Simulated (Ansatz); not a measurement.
System (SMILES): N (NH3).
Geometry (B3LYP-D3(BJ)/def2-TZVP, fixed):
```xyz
4

N      0.0022    -0.0038     0.1116
H     -0.0020     0.9512    -0.2281
H      0.8095    -0.4644    -0.2929
H     -0.8232    -0.4600    -0.2599
```
Charge 0, spin multiplicity 1.

Basis-set convergence of the dipole moment at MP2 with Ansatz (a first-principles code). Dipoles come from the density behind the forces; the sign is taken along the dipole that this method gives in the largest set. The reference of a correlated method is not its basis-set limit, which lies further on. All functions are spherical. Cores are frozen. No added dispersion term, no relativity. Reference: the value in aug-pcseg-3, 1.499 D, itself unsure by roughly 0.002 D (its mean distance from aug-cc-pVQZ, def2-QZVPPD). Deviations are taken from unrounded values.

```csv
basis,functions
def2-SV(P),20
def2-SVP,29
def2-SVPD,44
def2-TZVP,49
def2-TZVPD,64
def2-TZVPP,73
def2-TZVPPD,88
def2-QZVPP,147
def2-QZVPPD,162
```

Task: Which is the smallest def2 set listed that can be trusted to 0.02 D here, that is, within that of the reference together with its larger relatives (same family, alike in diffuse functions; a set with none to test it counts only in the reference's own line)?

Result: The smallest set listed that lies within 0.02 D of the reference with all its larger relatives (same family, alike in diffuse functions; a set with none counts only in the reference's own line) is def2-TZVPD (64 functions, 0.006 D off). Value minus reference: def2-SV(P) 0.401, def2-SVP 0.215, def2-SVPD 0.038, def2-TZVP 0.209, def2-TZVPD 0.006, def2-TZVPP 0.099, def2-TZVPPD -0.006, def2-QZVPP 0.036, def2-QZVPPD -0.002 D.
